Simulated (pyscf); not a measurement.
# Routes from H₂N–NH–SiH₃ + H•

Candidate steps break at most two bonds and form at most two. Each was searched with GFN2-xTB (tblite) first. Structures and frequencies: ωB97X-D3(BJ)/def2-SVP in PySCF. Energies: ωB97M-D3(BJ)/def2-TZVP, eV, from the separated reactants, doublet surface; ΔG‡ with ideal gas, 1 atm, RRHO with modes under 100 cm⁻¹ raised to 100, one conformer, R ln 2 for chiral ones without a mode under 150 cm⁻¹.

```tsv
products	type	ΔE‡	ΔE	ΔG‡ 298 K	ΔG‡ 900 K	ν‡ (cm⁻¹)
H₂N–SiH₃ + NH₂•	substitution at N	0.64	-1.76	0.98	1.70	1403i
H₂N–NH₂ + SiH₃•	substitution at N	0.66	-0.29	1.01	1.71	1814i
```

Row 2: On the product side the descent ends in a complex, 0.24 eV under the separated species and 1.25 eV under the saddle at ωB97X-D3(BJ)/def2-TZVP. 

Abstraction by the radical was not located in this set and often lies lower. Plain bond fissions and candidates not yet searched are not listed, and one of them may be faster. Each barrier is that of the saddle found; lower ones may exist.
